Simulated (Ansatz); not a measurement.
A geometry relaxed with Ansatz (a program for electronic structure) with B3LYP-D3(BJ)/def2-TZVP, charge 0, multiplicity 2:

```xyz
4

H     -0.1957     1.3981    -0.1078
Si     0.0001    -0.0014     0.3412
H     -1.1126    -0.8678    -0.1169
H      1.3082    -0.5289    -0.1164
```

### Question
Write the SMILES of this molecule.

### Answer
`[SiH3]`
